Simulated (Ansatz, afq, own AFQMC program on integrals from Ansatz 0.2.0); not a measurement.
Two steps: Ansatz 0.2.0 writes the Fock matrix and Cholesky factors of the valence space, and afq projects on them the lowest state that overlaps trial and start.

```yaml
crystal:
  periodic: [false, false, false]
  atoms:
    - {symbol: Ge, position_ang: [-0.928252, 0.014100, 0.000000]}
    - {symbol: H, position_ang: [-1.439702, 1.460699, 0.000001]}
    - {symbol: H, position_ang: [-1.439702, -0.709200, 1.252791]}
    - {symbol: H, position_ang: [-1.439702, -0.709199, -1.252792]}
    - {symbol: H, position_ang: [0.715748, 0.014100, 0.000000]}
    - {symbol: Si, position_ang: [2.428748, 0.014100, 0.000000]}
    - {symbol: H, position_ang: [2.825182, -1.465414, -0.000001]}
basis:
  gaussian: {orbitals: cc-pVDZ}
magnetization: {spin_polarized: true, initial_magnetization: 1}
correlation: {method: ccsd_t, electrons: outside_noble_gas, hamiltonian_folder: ham}
```

```sh
$ ansatz run in.yaml --threads 1 --pin off --events-out ev --progress --plain --max-ram 16896MiB --backend cuda --devices 0, --max-vram 18GiB
```

afq runs on the folder ham with

```
--method phaseless --trial cisd --walkers 4000 --populations 20 --least-time 60 --time-step 0.005 --steps-per-block 50 --equilibration-blocks 28 --max-blocks 4000 --target-error 0.00021 --factor-cut 1e-05 --start spin_pure --seed 6750 --release-times 0.24,0.51,0.99,1.62,2.4 --release-step 0.03 --release-every 3 --taylor-order 6
```

Times are imaginary, in 1/Eh. The walk had a cap of 171 s. With eight or more populations the least sampling time is a fifth of least-time, and the error comes from their spread. Filled inner d shells are frozen with the cores.

Log:

```
orbitals 51  electrons 7 6  factors 408 of 727
reference energy -2367.05714251 Eh
CCSD correlation -0.24028404 Eh in 13 cycles, weight of the determinant in the CISD state 0.8516
energy of the start -2367.296241 Eh
 block  time / (1/Eh)  mean weight  energy / Eh
     1     0.250  0.9998  -2367.291911
     2     0.500  0.9996  -2367.292873
     3     0.750  0.9996  -2367.294780
     4     1.000  1.0000  -2367.296923
     5     1.250  0.9999  -2367.298479
    10     2.500  0.9998  -2367.302360
    15     3.750  1.0001  -2367.303618
    20     5.000  1.0001  -2367.304442
    25     6.250  0.9999  -2367.304343
    30     7.500  1.0000  -2367.304624
    35     8.750  1.0001  -2367.304770
    40    10.000  1.0001  -2367.304730
    45    11.250  1.0001  -2367.304527
    50    12.500  0.9999  -2367.304558
    52    13.000  1.0003  -2367.303845
    55    13.750  1.0001  -2367.304163
    60    15.000  0.9999  -2367.304504
    62    15.500  1.0000  -2367.305180
    65    16.250  0.9998  -2367.304469
    70    17.500  1.0000  -2367.304244
    75    18.750  0.9998  -2367.304059
    78    19.500  1.0004  -2367.304264
error from the spread of 20 populations
released: time / (1/Eh)  energy / Eh  error  mean overlap
  0.24  -2367.304504  0.000110  0.9999
  0.51  -2367.304619  0.000098  0.9996
  0.99  -2367.304806  0.000070  0.9949
  1.62  -2367.305084  0.000122  0.9860
  2.40  -2367.304923  0.000137  0.9878
energy -2367.304457 +/- 0.000095 Eh
(rows thinned)
```

The run passed its tests (sampling time, drift between the halves within three errors, error under three times the target), which doesn't prove that it has relaxed.

Against this walk (error 2.6 meV) on the same determinant: CCSD(T) 33.3 meV higher, CCSDT(Q) 10.1 meV lower. The error is statistical and leaves out the bias of the constraint. Released to 2.40 1/Eh the energy lies 13 ± 5 meV (both errors) below the phaseless value, which shows part or all of the bias of the constraint, and CCSDT(Q) lies 2.6 meV above the released value.

Cautions: constraint bias not in the error; no relativity below Rb; no spin-orbit coupling; inner d shell frozen.

The walk took 60 s on 1 × NVIDIA H100 80GB HBM3 with 2 threads of AMD EPYC 7R13 Processor (Zen 3) (shared host) (the card was shared). The log's last line is the phaseless energy.

CCSDT and higher add their correlation energy to the determinant of the CCSD(T) run, since their own runs factorise the integrals more tightly (a shift of under 2 meV). A walk keeps the symmetry of its determinant, which the program's search chose and which needn't be the lowest solution, so a lower state of the same spin and another symmetry isn't excluded.
